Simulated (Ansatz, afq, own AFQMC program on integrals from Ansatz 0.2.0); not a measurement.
Breaking Ge5–H9 in C₂H₆GeO₂, singlet

| atom | x (Å) | y (Å) | z (Å) |
| --- | --- | --- | --- |
| C | -0.0906 | -1.5870 | 1.2232 |
| C | -0.2967 | -0.5747 | 0.1348 |
| O | -1.1254 | -0.6608 | -0.7425 |
| O | 0.5349 | 0.4590 | 0.2176 |
| Ge | 0.2926 | 1.7083 | -1.1125 |
| H | -0.7999 | -2.4135 | 1.1057 |
| H | 0.9422 | -1.9634 | 1.1867 |
| H | -0.2238 | -1.1073 | 2.2039 |
| H | -1.1156 | 2.2973 | -0.9935 |
| H | 1.3734 | 2.7303 | -0.7349 |
| H | 0.5741 | 1.0547 | -2.4681 |

Products: C₂H₅GeO₂ (doublet; CH3–C(–O)–O–GeH2) and H (doublet), each relaxed with PBE0/def2-SVP like the molecule; electronic energies without zero-point terms. Determinants: RHF, UHF and UHF in that order.

Basis def2-SVP. Noble-gas cores (and the filled d shells of Ga–Kr and In–Xe) are frozen. Integrals, coupled cluster, full CI and functionals: Ansatz 0.2.0; the random walks run on the same integrals in our own AFQMC program. The CISD trial takes its coefficients from CCSD amplitudes. Released means that phaseless walkers are propagated on without the constraint, phases kept. ± is one standard error of the sampling. No spin–orbit coupling. The errors of all members are added in quadrature.

No full CI on the walks' own integrals is used here. The released AFQMC energy serves as the reference, which it does only where one determinant dominates, the energy is flat over the last release times and near the phaseless one (40 meV or 2 meV an electron, half that with transition metals). On small molecules, where full CI could be run and the noise was under 10 meV, such values lay within 10 meV of it in 19 cases of 20, a flattering rate, since the rule was set on those same cases; what remains of the bias isn't in the error bar. Each member takes its own surest rung, up to full CI.

Errors are counted within def2-SVP, not against nature.

Cautions: inner d shell frozen; no relativity below Rb; no spin-orbit coupling; C₂H₆GeO₂ (singlet): the released value is read at 0.60 1/Eh with a noise of 16 meV, more than in the cases checked (meV from the phaseless value at times in 1/Eh: -16 ± 15 at 0.20, -18 ± 15 at 0.40, -16 ± 16 at 0.60); C₂H₅GeO₂ (doublet): the released value is read at 0.60 1/Eh with a noise of 22 meV, more than in the cases checked (meV from the phaseless value at times in 1/Eh: -26 ± 14 at 0.20, -41 ± 18 at 0.40, -27 ± 22 at 0.60).

```tsv
level	bond energy (kJ/mol)
HF	299.3
CCSD	364.4
```

(1) From these cheaper values, estimate the bond energy at the reference level in def2-SVP.

(1) 363.4 ± 2.6 kJ/mol (AFQMC with the constraint released in def2-SVP).

```csv
level,bond energy (kJ/mol),error against released AFQMC (kJ/mol)
MP2,353.3,-10.1 ± 2.6
CCSD(T),364.1,0.7 ± 2.6
ph-AFQMC/CISD,364.5 ± 2.0,1.1 ± 3.2
```

Correlation beyond CCSD(T) changes it by less than twice the noise. The perturbative (T) step is worth −0.3 kJ/mol.

Released energies are given only where the last usable release times agree within the noise; a slower fall can still hide under it.
